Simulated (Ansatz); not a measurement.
# PH₄ (doublet): wave-function methods side by side at scale of all distances = 1.758, 6-31G

How much of the correlation energy of PH₄ (doublet) does each wave-function method recover here?

The runs use Ansatz 0.2.0, Gaussian basis; 6-31G, core rule «outside noble gas», up to 5 orbitals frozen.

To be run: UHF; CCSD(T) on ROHF; CCSD(T) on UHF; CISD; CCSDT(Q) on ROHF; CCSDT(Q) on UHF; CISDTQ; CCSDTQ on ROHF; CCSDTQ on UHF; CASSCF and MRCISD+Q, 3 electrons in 3 orbitals; CASSCF and NEVPT2, 3 electrons in 3 orbitals; CASSCF and MRCISD+Q, 9 electrons in 8 orbitals; CASSCF and NEVPT2, 9 electrons in 8 orbitals; Full CI.

20 further runs of the same task are left out: 3 for a known fault of the program, 13 that didn't finish, 4 set aside as unsound or not needed.

## (1) The geometry

The geometry derives from a PBE0/def2-TZVP stationary point (not a proven minimum). All distances are scaled together.

5 atoms, charge 0, spin multiplicity 2.

Atoms are counted from 1 here; the program's logs count them from 0.

No contacts short enough for the rule that draws bonds.

## (2) UHF

Input file in.yaml:

```yaml
crystal:
  periodic: [false, false, false]
  atoms:
    - {symbol: P, position_ang: [0.080212, 0.000000, 0.000000]}
    - {symbol: H, position_ang: [0.284052, 0.000000, -2.662786]}
    - {symbol: H, position_ang: [-1.516504, 1.895542, 0.000000]}
    - {symbol: H, position_ang: [-1.516504, -1.895542, 0.000000]}
    - {symbol: H, position_ang: [0.284052, 0.000000, 2.662786]}
basis:
  gaussian: {orbitals: 6-31G}
magnetization: {spin_polarized: true, initial_magnetization: 1}
hamiltonian: {xc: hf}
output: {orbitals: {seedname: orbitals}}
```

Command:

```sh
> ansatz run in.yaml --threads 1 --pin off --events-out ev --progress --plain --max-ram 2393MiB
```

After this run come: CCSD(T) on ROHF; CCSD(T) on UHF; CISD; CCSDT(Q) on ROHF; CCSDT(Q) on UHF; CISDTQ; CCSDTQ on ROHF; CCSDTQ on UHF; CASSCF and MRCISD+Q, 3 electrons in 3 orbitals; CASSCF and NEVPT2, 3 electrons in 3 orbitals; CASSCF and MRCISD+Q, 9 electrons in 8 orbitals; CASSCF and NEVPT2, 9 electrons in 8 orbitals; Full CI.

**Question.** What will the summary of the whole plan be? Wanted: FCI below the RHF energy; RMP2 from FCI; UMP2 from FCI; RCCSD from FCI; RCCSD(T) from FCI; UCCSD(T) from FCI; UCCSDT(Q) from FCI; NEVPT2 pair from FCI; NEVPT2 valence from FCI.

**Answer**, as computed:

| quantity | value |
| --- | --- |
| FCI below the RHF energy | -6.7028 eV |
| RMP2 from FCI | +64.34 kcal/mol |
| UMP2 from FCI | +24.68 kcal/mol |
| RCCSD from FCI | -2.21 kcal/mol |
| RCCSD(T) from FCI | -9.63 kcal/mol |
| UCCSD(T) from FCI | +4.66 kcal/mol |
| UCCSDT(Q) from FCI | +2.66 kcal/mol |
| NEVPT2 pair from FCI | +42.63 kcal/mol |
| NEVPT2 valence from FCI | +3.85 kcal/mol |
| MRCISD+Q valence from FCI | +0.19 kcal/mol |
| levels within 1 kcal/mol (43 meV) | RCCSDTQ, UCCSDTQ, MRCISD valence, MRCISD+Q valence |
| T1 diagnostic | 0.151 |
| effectively unpaired electrons | 3.16 |

In words: RCCSD(T) misses by -9.63 kcal/mol, 6.2 % of the correlation energy. CCSD(T) misses by -9.63 kcal/mol on the restricted determinant and by +4.66 kcal/mol on the unrestricted one; the two need not hold the same state or core. RCCSD, RCCSD(T) fall below full CI, which methods that aren't variational can do. The occupations show strong static correlation (3.2 unpaired electrons where one determinant has 1). Of the multireference levels listed MRCISD+Q valence comes nearest in total energy (+0.19 kcal/mol), which doesn't show that its space is the better one. These misses are within one basis, not against nature; the frozen cores of restricted and unrestricted runs differ, which can shift their rows.
